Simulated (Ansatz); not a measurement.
**AlHOS (SMILES [O]1[AlH][S]1): functionals against CCSD(T) at one geometry**

The task here is to estimate one member of a computed series from the others.

Program: Ansatz 0.2.0, Gaussian basis. Level of theory: single points in def2-TZVPP. These are calculated values, not measurements.

Cores are frozen in the correlated methods.

### The starting structure

4 atoms, charge 0, spin multiplicity 1.

Atoms are counted from 1 here; the program's logs count them from 0.

Bond lengths: O1–Al2 1.705 Å, O1–S3 1.895 Å, Al2–S3 2.160 Å, Al2–H4 1.513 Å. Angles: Al2–O1–S3 73.5°, O1–Al2–S3 57.3°, O1–Al2–H4 144.6°, S3–Al2–H4 158.1°, O1–S3–Al2 49.2°.

As a file:

```xyz
4

O     0.9895   -0.7804    0.4010
Al   -0.0432    0.4120   -0.2472
S    -0.7804   -1.3288    0.7982
H    -0.0929    1.7317   -0.9852
```

Set-up of the first run:

Input file run/in.yaml:

```yaml
crystal:
  periodic: [false, false, false]
  atoms:
    - {symbol: O, position_ang: [0.989500, -0.780400, 0.401000]}
    - {symbol: Al, position_ang: [-0.043200, 0.412000, -0.247200]}
    - {symbol: S, position_ang: [-0.780400, -1.328800, 0.798200]}
    - {symbol: H, position_ang: [-0.092900, 1.731700, -0.985200]}
basis:
  gaussian: {orbitals: def2-TZVPP}
correlation: {method: ccsd_t}
output: {forces: true}
```

No record of the launch command was kept for these runs.

Steps of the session up to this table: CCSD(T)/def2-TZVPP; PBE0-D4/def2-TZVPP; wB97M-V/def2-TZVPP; r2SCAN-D4/def2-TZVPP; PBE-D4/def2-TZVPP; SPW92/def2-TZVPP; B97M-V/def2-TZVPP.

One of the session's tables, all rows but one given; the rest of the session is left out.

| method | RMS force component (eV/Å) | angle to CCSD(T) forces (°) | dipole (D) |
| --- | --- | --- | --- |
| CCSD(T) | 0.447 | reference | 3.76 |
| PBE0-D4 | 0.692 | 20.0 | 3.80 |
| wB97M-V | 0.623 | 25.8 | 3.86 |
| r2SCAN-D4 | ? | ? | ? |
| PBE-D4 | 0.490 | 13.7 | 3.53 |
| SPW92 | 0.675 | 14.4 | 3.60 |
| B97M-V | 0.654 | 18.9 | 3.58 |

Q: Estimate the row for r2SCAN-D4 from the others.

**Answer.** RMS force component (eV/Å): 0.580; angle to CCSD(T) forces (°): 9.6; dipole (D): 3.71. In the column «RMS force component (eV/Å)» it lies between PBE-D4 (0.490) and wB97M-V (0.623).
